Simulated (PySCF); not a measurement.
BO⁺ at PBE0

Level: PBE0. basis B def2-TZVP, O def2-TZVP; no relativity; PySCF 2.14.

| Property | Result |
| --- | --- |
| state | ¹Σ⁺ (singlet), closed shell |
| bond length | 1.185 Å |
| harmonic wavenumber | 1972 cm⁻¹ |
| force constant | 14.9 mdyn/Å |
| rotational constant Be | 1.841 cm⁻¹ |
| anharmonicity ωexe | 13.1 cm⁻¹ |
| vibration–rotation constant αe | 0.0173 cm⁻¹ |
| well depth De to B⁺ + O | 374 kJ/mol |
| dissociation energy D0 | 362 kJ/mol |
| HOMO–LUMO gap | 4.01 eV |
| bond order (Mayer) | 2.81 |
| dipole moment (positive dipole points towards O; it is taken about the centre of mass and depends on that origin) | -5.90 D |

For an ion De counts to the pair picked by the measured ionisation energies or electron affinities, which need not be the lowest pair at this level.
